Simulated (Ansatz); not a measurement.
Ideal-gas functions of C3H5+, SMILES `C=C[CH2+]` at 600 K and 1 bar, from an Ansatz frequency run at PBE0-D4/def2-TZVP.

Molar mass 41.07 g/mol, point group C2v (symmetry number 2), electronic degeneracy 1, moments of inertia 10.121, 45.419, 55.541 u Å². Harmonic wavenumbers (cm⁻¹, unscaled): 291, 440, 624, 950, 1044, 1058, 1159, 1161, 1299, 1319, 1444, 1550, 1625, 3148, 3150, 3214, 3254, 3257.

Use S(trans) = R[1.5 ln M + 2.5 ln T − 1.1517]; rotational temperatures θ = 24.2544 K / I; S(rot) = R[ln(√π/σ · √(T³/θAθBθC)) + 1.5]; for each mode x = 1.438777 ν̃/T, S = R[x/(eˣ − 1) − ln(1 − e⁻ˣ)] and H = RT x/(eˣ − 1); 1 cm⁻¹ = 0.0119627 kJ/mol; R = 8.31446 J/(mol·K).

Question: By hand: the entropy, in J/(mol·K).

Answer: Translation 169.7. Rotation: θ = 2.3964, 0.534, 0.4367 K, giving 93.7. Vibration, mode by mode: 11.47, 8.24, 5.70, 3.06, 2.56, 2.50, 2.06, 2.05, 1.58, 1.52, 1.20, 0.97, 0.84, 0.04, 0.04, 0.03, 0.03, 0.03, in all 43.9. Electronic 0.0. Sum 307.3 J/(mol·K).

Question: By hand: H − E and G − E in kJ/mol, counted from the electronic energy.

Answer: Zero-point energy ½ × 29987 × 0.0119627 = 179.4; thermal vibration 16.7; translation, rotation and pV give 4 RT = 20.0. H − E = 216.1 kJ/mol, and G − E = 216.1 − 600 × 307.3/1000 = 31.7 kJ/mol.

Vibration gives 14 % of the entropy.
